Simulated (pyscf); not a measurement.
**Routes from H₃C–GaH–CH₃ (SMILES [CH3][GaH][CH3]) + HCl (SMILES Cl)**

Candidate steps break at most two bonds and form at most two. Each was searched with GFN2-xTB (tblite) first. PySCF, gas phase, ωB97X-D3(BJ)/def2-SVP geometries. Energies: ωB97M-D3(BJ)/def2-TZVP, kcal/mol, from the separated reactants, singlet surface; ΔG‡ with ideal gas, 1 atm, RRHO with modes under 100 cm⁻¹ raised to 100, one conformer, R ln 2 for chiral ones without a mode under 150 cm⁻¹.

| products | type | ΔE‡ | ΔE | ΔG‡ 298 K | ΔG‡ 900 K | ν‡ (cm⁻¹) |
|---|---|---|---|---|---|---|
| H₃C–Ga(CH₃)–Cl + H₂ | four-centre exchange | 1.6 | -29.4 | 11.3 | 31.9 | 824i |
| CH₄ + H₃C–GaH–Cl | four-centre exchange | 6.0 | -37.3 | 15.7 | 36.7 | 957i |

Row 1: On the reactant side the descent ends in a complex, 6.6 kcal/mol under the separated species and 5.7 kcal/mol under the saddle at ωB97X-D3(BJ)/def2-TZVP. Row 2: On the reactant side the descent ends in a complex, 6.5 kcal/mol under the separated species and 10.2 kcal/mol under the saddle at ωB97X-D3(BJ)/def2-TZVP. 

Plain bond fissions and candidates not yet searched are not listed, and one of them may be faster. Each barrier is that of the saddle found; lower ones may exist. Elements up to Kr have no core potential and no relativistic terms here.
